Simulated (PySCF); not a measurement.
Some computed properties have been withheld. Give your best values.

Compound: nitrogen sulfide cation, NS (charge +1).
Bonds: N1–S2 (triple).

| property | level | value |
| --- | --- | --- |
| point group of the GFN2-xTB geometry | GFN2-xTB | C∞v |
| rotational constant B (linear) of the GFN2-xTB geometry | GFN2-xTB | ? |
| HOMO energy | CAM-B3LYP/def2-SVPD | ? |
| LUMO energy | CAM-B3LYP/def2-SVPD | ? |
| lowest singlet excitation | TDDFT CAM-B3LYP/def2-SVPD | 5.84 eV (212 nm, f = 0.000) |
| strongest line among the 8 lowest singlet transitions | TDDFT CAM-B3LYP/def2-SVPD | ? |
| lowest triplet excitation (Tamm–Dancoff) | TDA CAM-B3LYP/def2-SVPD | 4.44 eV |
| static isotropic polarisability | CAM-B3LYP/def2-SVPD | ? |
| electronic spatial extent ⟨r²⟩ about the centre of nuclear charge | CAM-B3LYP/def2-SVPD | 65 bohr² |

The electronic properties come from PySCF, for the isolated species, density fitting.

(1) The strongest line among the 8 lowest singlet transitions?

(2) What is the HOMO energy?

(3) The LUMO energy?

(4) The rotational constant B (linear) of the GFN2-xTB geometry?

(5) What is the static isotropic polarisability?

Answers

(1) S6 at 10.20 eV (122 nm, f = 0.182).

(2) -21.32 eV.

(3) -10.61 eV.

(4) 26.599 GHz.

(5) 16.4 au.

The vertical singlet–triplet gap S1 − T1 is 1.40 eV (TDDFT singlet less Tamm–Dancoff triplet). No computed singlet falls in the visible range (750 to 380 nm, 1.65 to 3.26 eV); S1 lies 2.58 eV above its blue end. The largest Löwdin shares of the HOMO are 0.73 on N1 and 0.27 on S2. The 8 singlets span 5.84 to 12.29 eV, and their oscillator strengths add up to 0.18. The principal polarisabilities are 13.6, 13.6 and 22.0 au; their mean is the isotropic value. B corresponds to 0.8873 cm⁻¹ and a moment of inertia of 19.0 u Å² (most abundant isotopes).
